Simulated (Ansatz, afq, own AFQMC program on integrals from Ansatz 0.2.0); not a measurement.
**Where AFQMC and coupled cluster stand for H3O⁻, triplet**

```json
{"atom": "O", "x (Å)": "0.0473", "y (Å)": "-0.0021", "z (Å)": "0.0000"}
{"atom": "H", "x (Å)": "-0.2432", "y (Å)": "0.8194", "z (Å)": "0.0000"}
{"atom": "H", "x (Å)": "-0.2536", "y (Å)": "-0.3934", "z (Å)": "0.7750"}
{"atom": "H", "x (Å)": "-0.2536", "y (Å)": "-0.3934", "z (Å)": "-0.7750"}
```

Basis 6-31++G**. Noble-gas cores (and the filled d shells of Ga–Kr and In–Xe) are frozen. Ansatz 0.2.0 and our own AFQMC program on the same integrals; the CISD trial comes from CCSD amplitudes, and released means the phaseless constraint is let go. Error bars are statistical, one sigma.

Determinant: UHF, the one that the program's search chose, which needn't be the lowest solution. The geometry is a point of a scan.

No full CI on the walks' own integrals is used here; CCSDT(Q) serves as the reference and is uncertain by about the last step of the cluster series.

Cautions: lower spins were not checked.

* T1 diagnostic: 0.0142
* weight of the determinant in the CISD state: 0.941
* ⟨S²⟩ of the determinant: 2.000
* size of the correlated space: 10 electrons in 36 orbitals

Reference: CCSDT(Q), correlation energy -5.910 eV. The released energy is read at 2.40 1/Eh (meV from the phaseless value at times in 1/Eh: -9 ± 9 at 0.24, -7 ± 7 at 0.51, 7 ± 8 at 0.99, -3 ± 9 at 1.62, 17 ± 10 at 2.40).

```tsv
level	E − E(reference) (kJ/mol)	share of correlation (%)
HF	570.2	0.00
MP2	40.6	92.89
CCSD	11.1	98.05
CCSD(T)	1.5	99.74
CCSDT	0.9	99.84
ph-AFQMC/CISD	-0.4 ± 0.9	100.06
released AFQMC	1.2 ± 1.0	99.78
```

A walk keeps the symmetry of its determinant, which the program's search chose and which needn't be the lowest solution, so a lower state of the same spin and another symmetry isn't excluded. Released energies are given only where the last usable release times agree within the noise; a slower fall can still hide under it.
